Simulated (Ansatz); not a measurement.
Task: a composite energy at a relaxed geometry of CS2, SMILES S=C=S, with Ansatz's Python interface. Give the script and its output. Settings (for the species named): r2SCAN, def2-SVP basis, multiplicity 1.

```xyz
3

S     1.3585   -0.1562    0.7299
C     0.0000    0.0000    0.0000
S    -1.3585    0.1562   -0.7299
```

Script `composite_cs2.py`:
```python
"""A composite energy for CS2: DFT geometry, MP2 basis limit, coupled-cluster correction."""

import itertools
import logging
import sys

import ansatz
from ase import Atoms
from ase.data import atomic_numbers, covalent_radii
import numpy as np

logging.basicConfig(stream=sys.stdout, format="[%(levelname)s] %(message)s")
log = logging.getLogger("calc")
log.setLevel(logging.INFO)

atoms = Atoms(["S", "C", "S"], positions=[
    (1.35851, -0.15617, 0.72994),
    (0.0, 0.0, 0.0),
    (-1.35851, 0.15616, -0.72994),
])
system = ansatz.Crystal.molecule_from_ase(atoms)

calculation = system.calculation().basis(gaussian="def2-SVP").functional("r2SCAN").accuracy("medium")
symbols = [site.symbol for site in system.cartesian_sites]
start = np.array([site.position_ang for site in system.cartesian_sites], dtype=float)
summary = calculation.relax(force_tolerance=0.01, max_steps=100).run(threads=1, pin="off").report
end = np.array(summary["positions_ang"])
# pairs closer than 1.2 times the sum of covalent radii, before or after
radius = [covalent_radii[atomic_numbers[s]] for s in symbols]
span = lambda where, i, j: np.linalg.norm(where[i] - where[j])
bonded = [(i, j) for i, j in itertools.combinations(range(len(symbols)), 2) if min(span(start, i, j), span(end, i, j)) < 1.2 * (radius[i] + radius[j])]
log.info("pair        before    after (A)")
for i, j in bonded:
    print(f"{symbols[i]}{i}-{symbols[j]}{j}".ljust(10), f"{span(start, i, j):8.4f} {span(end, i, j):8.4f}")

minimum = ansatz.Crystal.molecule()
for symbol, place in zip(symbols, end):
    minimum = minimum.atom(symbol, place.tolist())
at_minimum = minimum.calculation()
# MP2 extrapolated to the basis limit, plus the small-basis difference CCSD(T) - MP2
level = lambda method, basis: at_minimum.basis(gaussian=basis).correlation(method).run(threads=1, pin="off").report
small, large, cluster = level("mp2", "cc-pVDZ"), level("mp2", "cc-pVTZ"), level("ccsd_t", "cc-pVDZ")
corr = lambda each: (each["free_energy_ev"] - each["reference_energy_ev"]) / 27.211386246
mp2_limit = (27 * corr(large) - 8 * corr(small)) / 19
pieces = {"HF / cc-pVTZ": large["reference_energy_ev"] / 27.211386246, "MP2 correlation, DZ-TZ limit": mp2_limit, "CCSD(T) - MP2 / cc-pVDZ": corr(cluster) - corr(small)}
for name, value in pieces.items():
    log.info(f"{name:32s} {value:14.6f} Ha")
log.info(f"{'sum':32s} {sum(pieces.values()):14.6f} Ha")
print("T1 diagnostic", round(cluster["correlation"]["coupled_cluster"]["t1_diagnostic"], 4))
```

```console
$ python composite_cs2.py
[INFO] pair        before    after (A)
S0-C1        1.5501   1.5607
C1-S2        1.5501   1.5607
[INFO] HF / cc-pVTZ                        -832.966342 Ha
[INFO] MP2 correlation, DZ-TZ limit          -0.537436 Ha
[INFO] CCSD(T) - MP2 / cc-pVDZ               -0.033970 Ha
[INFO] sum                                 -833.537748 Ha
T1 diagnostic 0.0208
```

Notes:
- The settings weren't tested for convergence.
- The sum leaves out core correlation, relativity, the Hartree-Fock basis error and zero-point energy; a DZ-TZ extrapolation is rough.
- Inner cores stay frozen, so this is valence correlation.
- For Al to Cl the sets with a tight d function, cc-pV(X+d)Z, are usual.
- An extrapolation from small basis sets is rough.
- Run time: 16 s on 1 thread of Arm Neoverse N1, with other jobs on the host, peak memory 0.23 GiB.
